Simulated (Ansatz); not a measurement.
## hcp Os

The numbers are results of B3LYP (VWN-RPA form) (Ansatz, a quantum-chemistry and plane-wave program, PAW), not measurements.

Numerical settings: plane-wave cutoff 460 eV, 12×12×6 k mesh (along the axes of the cell as run), Fermi–Dirac smearing 0.05 eV, no spin polarisation, scalar-relativistic PAW data made under PBE.

Cell: relaxed at this level.

| Item | Result |
|---|---|
| lattice constant a | 2.760 Å |
| lattice parameter c | 4.355 Å |

Measured, for comparison: lattice constant a 2.734 Å (293 K, not corrected to a static lattice, our sources range from 2.734 to 2.740; as tabulated in Wikipedia's data pages); lattice parameter c 4.320 Å (293 K, not corrected to a static lattice; as tabulated in Wikipedia's data pages). Computed (rounded) less measured: lattice constant a +1.0 % (+0.7 % to +1.0 % over the range), lattice parameter c +0.8 %.

Spin–orbit coupling is not included.

The computed numbers hold no vibrational or temperature effects.

It cost around 28 core-minutes (rough) of CPU time.
